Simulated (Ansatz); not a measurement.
# C₂H₃ClO: how energies converge with the basis set

The task here is to estimate one member of a computed series from the others.

Method: one geometry, several basis sets; program: Ansatz 0.2.0, Gaussian basis.

Levels to be run: PBE0-D4/def2-SVP; ωB97M-V/def2-SVP; PBE0-D4/def2-QZVPP; ωB97M-V/def2-QZVPP; the functionals' def2-TZVPP values are taken from earlier runs.

## The geometry

An earlier PBE0-D4 in a triple-zeta def2 set relaxation fixed the geometry.

SMILES `CC(=O)Cl`, 7 atoms, charge 0, spin multiplicity 1.

Atoms are counted from 1 here; the program's logs count them from 0.

Bond lengths: C1–C2 1.491 Å, C1–H5 1.089 Å, C1–H6 1.091 Å, C1–H7 1.091 Å, C2–O3 1.179 Å, C2–Cl4 1.794 Å. Angles: C2–C1–H5 109.4°, C2–C1–H6 109.4°, C2–C1–H7 109.4°, H5–C1–H6 110.6°, H5–C1–H7 110.6°, H6–C1–H7 107.3°, C1–C2–O3 127.8°, C1–C2–Cl4 111.8°, O3–C2–Cl4 120.4°.

The first run:

in.yaml

```yaml
crystal:
  periodic: [false, false, false]
  atoms:
    - {symbol: C, position_ang: [0.144707, 0.666771, 0.108718]}
    - {symbol: C, position_ang: [0.017291, -0.815932, 0.021548]}
    - {symbol: O, position_ang: [0.681655, -1.630900, 0.554888]}
    - {symbol: Cl, position_ang: [-1.337211, -1.306827, -1.046886]}
    - {symbol: H, position_ang: [0.973201, 0.921270, 0.767532]}
    - {symbol: H, position_ang: [-0.788502, 1.089998, 0.483902]}
    - {symbol: H, position_ang: [0.308868, 1.075619, -0.889701]}
basis:
  gaussian: {orbitals: def2-SVP}
hamiltonian: {xc: pbe0, dispersion: d4}
output: {orbitals: {seedname: orbitals}}
```

Command:

```bash
ansatz run in.yaml --threads 4 --pin off --events-out ev --progress --plain --max-ram 10444MiB
```

Among the steps run: PBE0-D4 in def2-SVP; ωB97M-V in def2-SVP; PBE0-D4 in def2-QZVPP; ωB97M-V in def2-QZVPP.

One table of the session follows, with a row left open; its other results are not shown here.

It belongs to the step «Functionals by basis». 

| functional | basis | HOMO (eV) |
| --- | --- | --- |
| PBE0-D4 | def2-SVP | ? |
| PBE0-D4 | def2-TZVPP | -8.57 |
| PBE0-D4 | def2-QZVPP | -8.61 |
| ωB97M-V | def2-SVP | -10.70 |
| ωB97M-V | def2-TZVPP | -10.86 |
| ωB97M-V | def2-QZVPP | -10.91 |

**Question.** Estimate the row for PBE0-D4, def2-SVP.

The run gave: HOMO (eV): -8.44. In the column «HOMO (eV)» it is the highest.
